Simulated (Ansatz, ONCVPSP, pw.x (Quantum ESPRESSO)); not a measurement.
**Which Si potential is closest to all-electron in the diamond crystal?**

All use LDA (Perdew-Wang 92), scalar-relativistic, no spin, cutoffs from each file’s atomic test, pw.x 7.5; 9³ k-points, Fermi–Dirac smearing 0.01 Ry. Δ is the rms difference from all-electron LAPW of the E(V) curves that follow from fits to the pressures, over ±6 % in volume. Mesh and smearing are coarse and serve the comparison alone. The files are a selection: those with a ghost or negative overlap were mostly not run, and those with noisy or unconverged pressures or nearly equal Δ are left out.

All-electron: a0 = 5.400 Å (V0 = 19.69 Å³/atom), B0 = 96.2 GPa.

Problem. Rank them by Δ, smallest first.
A. optimised norm-conserving Vanderbilt (ONCV), ONCVPSP 4.0.1, LDA (Perdew-Wang 92); core [Ne], reference 3s2 3p2; waves: 3s: rc 1.80 bohr, ncon 4, nbas 8, qcut 4.3 1/bohr, 2 projectors, debl 2.9 Ha; 3p: rc 1.80 bohr, ncon 4, nbas 7, qcut 4.1 1/bohr, local; d scattering state at 0.29 Ha: rc 2.00 bohr, ncon 4, nbas 9, qcut 4.6 1/bohr, 1 projector; local part: the p channel; core correction: Teter function, fcfact 3, rcfact 1.4.
B. optimised norm-conserving Vanderbilt (ONCV), ONCVPSP 4.0.1, LDA (Perdew-Wang 92); core [Ne], reference 3s2 3p2; waves: 3s: rc 1.60 bohr, ncon 3, nbas 7, qcut 3.9 1/bohr, 2 projectors, debl 3.7 Ha; 3p: rc 2.05 bohr, ncon 4, nbas 7, qcut 4.8 1/bohr, 2 projectors, debl 3 Ha; d scattering state at 0.16 Ha: rc 1.80 bohr, ncon 4, nbas 8, qcut 5.2 1/bohr, 2 projectors, debl 0.5 Ha; local part: polynomial inside 1.15 bohr (lpopt 5, dvloc0 0 Ha); core correction: polynomial model core, fcfact 0.7.
C. optimised norm-conserving Vanderbilt (ONCV), ONCVPSP 4.0.1, LDA (Perdew-Wang 92); core [Ne], reference 3s2 3p2; waves: 3s: rc 1.60 bohr, ncon 4, nbas 7, qcut 4.6 1/bohr, 2 projectors, debl 3.3 Ha; 3p: rc 2.35 bohr, ncon 3, nbas 6, qcut 3 1/bohr, 2 projectors, debl 2.5 Ha; d scattering state at 0.19 Ha: rc 1.80 bohr, ncon 4, nbas 9, qcut 5.6 1/bohr, 2 projectors, debl 1.4 Ha; local part: polynomial inside 1.35 bohr (lpopt 3, dvloc0 0 Ha); core correction: Teter function, fcfact 3.75, rcfact 1.05.

Solution. A (0.8 meV/atom), B (1.4 meV/atom), C (2.1 meV/atom).
